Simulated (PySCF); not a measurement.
All values below come from ωB97X-D3(BJ)/def2-TZVP // B3LYP-D3(BJ)/def2-TZVP run with PySCF. All species are isolated molecules in the gas phase. 

Reference species (SMILES): `C#C` (neutral, multiplicity 1).

The S1 oscillator strength is 0.000. The HOMO is -10.96 eV.

Changed species: `C#CSC` (X = methylthio; the reference has X = H).

Q: What does the change do to the S1 oscillator strength and HOMO?

A: the S1 oscillator strength is nearly the same; the HOMO goes up by 2.11 eV, to -8.85 eV.
